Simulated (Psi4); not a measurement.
This Psi4 input (wB97X-V/def2-TZVPD) gives -93.40878 Eh with 83 basis functions.

```
memory 2025 MB

molecule {
0 1
C    -0.00000000   -0.00000000   -0.73641303
N     0.00000000    0.00000000    0.42763309
H     0.00000000    0.00000000    1.42504654
}

set {
  basis def2-tzvpd
  scf_type df
}

energy('wb97x-v')
print_variables()
```

Change:
```diff
- basis def2-tzvpd
+ basis def2-svpd
```

What does the run give now?

-93.30487 Eh (wB97X-V/def2-SVPD, 48 functions), a change of +103.91 mEh.
